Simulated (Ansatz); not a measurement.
A calculation with Ansatz (development build ahead of 0.2.0).

```yaml
crystal:
  periodic: [false, false, false]
  atoms:
    - { symbol: F, position_ang: [0.71, 0.0, 3.8] }
    - { symbol: F, position_ang: [-0.71, 0.0, 3.8] }
    - { symbol: H, position_ang: [0.37, 0.0, 0.0] }
    - { symbol: H, position_ang: [-0.37, 0.0, 0.0] }
basis:
  gaussian: { orbitals: "6-31G" }
hamiltonian:
  xc: hf
```

The input is written out in the form of the current development build from the run's settings.

Output:

- Converged: yes
- Total energy: -199.77282 hartree
- Spin squared of the determinant: 0.000

Caution: no unrestricted run beside it, a lower state can exist.
